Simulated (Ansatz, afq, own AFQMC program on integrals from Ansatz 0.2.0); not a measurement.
**CHB, triplet in 6-31G, levels against full CI**

```xyz
3

B     0.0000    0.0000    0.2028
C     0.0000    0.0000   -1.5842
H     0.0000    0.0000    1.3815
```

Connectivity, by distances: BH–C.

Basis 6-31G. Noble-gas cores (and the filled d shells of Ga–Kr and In–Xe) are frozen. AFQMC by an in-house program on the Cholesky factors that Ansatz 0.2.0 writes for its CCSD(T) run. ph-AFQMC/CISD is guided by a CISD state made of CCSD amplitudes; releasing the constraint for a short imaginary time cuts its bias at the price of noise, slowly where states lie close. Uncertainties: one standard error, sampling alone.

Determinant: ROHF, the one that the program's search chose, which needn't be the lowest solution. The geometry is a point of a scan.

Full CI on the same integrals is exact in this basis and with this determinant's frozen core.

Cautions: lower spins were not checked; raised T1 diagnostic (T1 0.047, weight of the determinant 0.87, largest double 0.13); the released energy hasn't reached full CI (27 meV above it at 2.40 1/Eh), so no released level is given (meV from the phaseless value at times in 1/Eh: -12 ± 5 at 0.24, -24 ± 6 at 0.51, -34 ± 3 at 0.99, -43 ± 6 at 1.62, -34 ± 8 at 2.40).

The T1 diagnostic is 0.0468. The weight of the determinant in the CISD state is 0.871. The size of the correlated space is 8 electrons in 18 orbitals.

| level | correlation energy (eV) |
| --- | --- |
| MP2 | -2.9623 |
| CCSD | -3.7035 |
| CCSD(T) | -3.8635 |

(1) Estimate where phaseless AFQMC with a CISD trial lies against CCSD(T) on the same integrals.

(1) 0.10 ± 0.10 kcal/mol below CCSD(T). The gap is under twice the noise, so this walk alone can't tell the two apart.

Reference: full CI, correlation energy -3.929 eV.

| level | E − E(reference) (kcal/mol) | share of correlation (%) |
| --- | --- | --- |
| CCSD(T) | 1.50 | 98.34 |
| CCSDT | 0.53 | 99.42 |
| CCSDT(Q) | 0.12 | 99.87 |
| CCSDTQ | 0.05 | 99.95 |
| ph-AFQMC/CISD | 1.40 ± 0.10 | 98.46 |

CCSDT and higher add their correlation energy to the determinant of the CCSD(T) run, since their own runs factorise the integrals more tightly (a shift of under 2 meV). A walk keeps the symmetry of its determinant, which the program's search chose and which needn't be the lowest solution, so a lower state of the same spin and another symmetry isn't excluded.
